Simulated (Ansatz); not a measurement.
bcc V was calculated with PBEsol in Ansatz (plane waves, PAW).

Numerical settings: plane-wave cutoff 520 eV, 26×26×26 k mesh, Fermi–Dirac smearing 0.05 eV, no spin polarisation, scalar-relativistic PAW data made under PBE.

Cell (relaxed at this level):

```cif
data_V2
_chemical_formula_sum 'V2'
_space_group_name_H-M_alt 'Im-3m'
_space_group_IT_number 229
_space_group_name_Hall '-I 4 2 3'
_cell_length_a 2.95882
_cell_length_b 2.95882
_cell_length_c 2.95882
_cell_angle_alpha 90.000
_cell_angle_beta 90.000
_cell_angle_gamma 90.000
loop_
_atom_site_label
_atom_site_type_symbol
_atom_site_symmetry_multiplicity
_atom_site_Wyckoff_symbol
_atom_site_fract_x
_atom_site_fract_y
_atom_site_fract_z
_atom_site_occupancy
V1 V 2 a 0.00000 0.00000 0.00000 1
```
(The calculation used a cell of 1 atom; values per cell refer to that cell.)

Question: Give the computed bulk modulus.

Answer: 
* **bulk modulus**: 197 GPa

Measured, for comparison: bulk modulus 161 GPa (corrected for temperature and zero-point phonon effects, our sources range from 159 to 166; as tabulated in Levämäki et al. (2014), arXiv:1402.3671). Computed (rounded) less measured: bulk modulus +22 % (+19 % to +24 % over the range).

Note: the run has no spin polarisation, so it can have missed a magnetic state; the bulk modulus is −V dP/dV from two relaxed cells at ±2 % in volume.

The computed numbers hold no vibrational or temperature effects.

Ansatz is a first-principles code.
